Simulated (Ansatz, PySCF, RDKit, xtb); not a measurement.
Pair of molecules: CH5N (SMILES CN) (first 7 atoms) with CH5N (SMILES CN); geometry from S66by8 set.
(charge 0, multiplicity 1):
```xyz
14

N     -2.729     0.417    -0.750
H     -1.900    -0.168    -0.801
H     -3.391     0.027    -1.409
C     -3.289     0.337     0.597
H     -4.183     0.955     0.658
H     -3.553    -0.670     0.934
H     -2.571     0.745     1.306
N      2.900    -0.910    -0.360
H      3.196    -0.636    -1.288
H      3.524    -1.658    -0.085
C      3.060     0.225     0.554
H      2.790    -0.090     1.559
H      4.068     0.647     0.591
H      2.368     1.011     0.261
```

```json
[
 {"level": "MMFF94", "interaction energy (kcal/mol)": "-0.33", "minus published value": "0.06"},
 {"level": "UFF", "interaction energy (kcal/mol)": "-0.13", "minus published value": "0.26"},
 {"level": "GFN-FF", "interaction energy (kcal/mol)": "-0.18", "minus published value": "0.21"},
 {"level": "HF/3-21G (no counterpoise)", "interaction energy (kcal/mol)": "-0.35", "minus published value": "0.04"},
 {"level": "HF/6-31G*", "interaction energy (kcal/mol)": "-0.33", "minus published value": "0.06"},
 {"level": "HF/6-31G* (no counterpoise)", "interaction energy (kcal/mol)": "-0.34", "minus published value": "0.05"},
 {"level": "PBE/def2-TZVPPD", "interaction energy (kcal/mol)": "-0.31", "minus published value": "0.08"},
 {"level": "PBE-D3(BJ)/def2-TZVPPD", "interaction energy (kcal/mol)": "-0.40", "minus published value": "-0.01"},
 {"level": "PBE-D4/def2-TZVPPD", "interaction energy (kcal/mol)": "-0.40", "minus published value": "-0.01"},
 {"level": "r2SCAN-D3(BJ)/def2-TZVPPD", "interaction energy (kcal/mol)": "-0.38", "minus published value": "0.01"},
 {"level": "B3LYP/6-31G*", "interaction energy (kcal/mol)": "-0.29", "minus published value": "0.10"},
 {"level": "B3LYP/6-31G* (no counterpoise)", "interaction energy (kcal/mol)": "-0.30", "minus published value": "0.09"},
 {"level": "B3LYP/def2-TZVPPD", "interaction energy (kcal/mol)": "-0.27", "minus published value": "0.12"},
 {"level": "PBE0-D4/def2-TZVPPD", "interaction energy (kcal/mol)": "-0.40", "minus published value": "-0.01"},
 {"level": "M06-2X/6-31G* (no counterpoise)", "interaction energy (kcal/mol)": "-0.33", "minus published value": "0.06"},
 {"level": "wB97M-V/def2-TZVPPD", "interaction energy (kcal/mol)": "-0.39", "minus published value": "0.00"},
 {"level": "MP2/6-31G*", "interaction energy (kcal/mol)": "-0.37", "minus published value": "0.02"},
 {"level": "SCS-MP2/aug-cc-pVDZ", "interaction energy (kcal/mol)": "-0.37", "minus published value": "0.02"},
 {"level": "CCSD/aug-cc-pVDZ", "interaction energy (kcal/mol)": "-0.38", "minus published value": "0.01"},
 {"level": "CCSD(T)/aug-cc-pVDZ", "interaction energy (kcal/mol)": "-0.39", "minus published value": "0.00"}
]
```

Published value: -0.39 kcal/mol (computed benchmark interaction energy, Řezáč et al., J. Chem. Theory Comput. 7, 2427 (2011), S66x8). The comparison column counts from a level with limits of its own.

The rows run from -0.40 (PBE-D3(BJ)/def2-TZVPPD) to -0.13 kcal/mol (UFF). The dispersion term adds -0.09 in PBE-D3(BJ), -0.09 in PBE-D4. The 3 functionals in def2-TZVPPD without D3 or D4 span 0.12, from wB97M-V to B3LYP.

Counterpoise-corrected where a basis set is named; no monomer relaxation. Rows marked so take none. RDKit's UFF carries no charges.

Cores are frozen in the correlated methods. Rows in 3-21G, 6-31G* carry no dispersion term and start afresh at each structure (6-31G* with six Cartesian d functions). MP2/6-31G* freezes PySCF's default core.

Programs: Ansatz (a quantum-chemistry and plane-wave program); PySCF for 3-21G rows, 6-31G* rows, the dispersion terms; RDKit for the force fields; xtb for the GFN methods. Each number belongs to the level named beside it.
